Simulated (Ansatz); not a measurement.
Geometry optimisation, RKS B3LYP/6-31G* in Ansatz.

Input:

```yaml
crystal:
  periodic: [false, false, false]
  atoms:
    - { symbol: Si, position_ang: [-0.377279, 0.294684, -0.437462] }
    - { symbol: C, position_ang: [-0.190053, -0.195992, 2.607152] }
    - { symbol: H, position_ang: [-0.451241, -0.593005, 3.593369] }
    - { symbol: H, position_ang: [0.384921, -0.952039, 2.069368] }
    - { symbol: H, position_ang: [0.418201, 0.702374, 2.736544] }
    - { symbol: H, position_ang: [0.707025, 1.060251, 0.215599] }
    - { symbol: H, position_ang: [-0.399105, 0.646982, -1.882239] }
    - { symbol: H, position_ang: [-0.15787, -1.164233, -0.314695] }
    - { symbol: F, position_ang: [-1.808745, 0.698684, 0.16679] }
    - { symbol: H, position_ang: [-1.115054, 0.054595, 2.068774] }
basis:
  gaussian: { orbitals: "6-31G*" }
hamiltonian:
  xc: b3lyp
relax:
  f_tol: 0.03
  max_steps: 50
```

Command:

```bash
$ ansatz run input.yaml --threads 1 --pin off --max-ram 2048MiB --backend cpu --events-out ev --progress --plain --runs-dir out
```

Q: Where does it end, and by what steps?

A: It converged. The force dipped under the threshold on the way, but the program's further checks kept it going. After 19 steps the energy has fallen by 0.189 eV; H6 moved furthest, 1.23 Å.

```
step  energy less start (eV)  largest force component (eV/Å)  accepted
   0                  0.0000                           0.733       yes
   1                 -0.1413                           0.149       yes
   2                 -0.1631                           0.279       yes
   3                 -0.1710                           0.097       yes
   4                 -0.1735                           0.072       yes
   5                 -0.1767                           0.017       yes
   6                 -0.1677                           0.418        no
   7                 -0.1795                           0.070       yes
   8                 -0.1811                           0.107       yes
   9                 -0.1826                           0.099       yes
  10                 -0.1843                           0.142       yes
  11                 -0.1848                           0.167       yes
  12                 -0.1858                           0.121       yes
  13                 -0.1868                           0.047       yes
  14                 -0.1876                           0.015       yes
  15                 -0.1862                           0.218        no
  16                 -0.1883                           0.028       yes
  17                 -0.1883                           0.105       yes
  18                 -0.1889                           0.032       yes
  19                 -0.1891                           0.002       yes
```

```xyz
10
Properties=species:S:1:pos:R:3
Si -0.374 0.384 -1.213
C -0.204 -0.278 3.352
H -0.983 -0.627 4.035
H 0.517 -1.083 3.185
H 0.309 0.580 3.796
H 0.872 1.163 -1.003
H -1.077 0.878 -2.424
H -0.052 -1.056 -1.372
F -1.343 0.575 0.066
H -0.656 0.016 2.402
```

Run time: 43 s on 1 thread of Arm Neoverse V2, with other jobs on the host, peak memory 0.13 GiB.
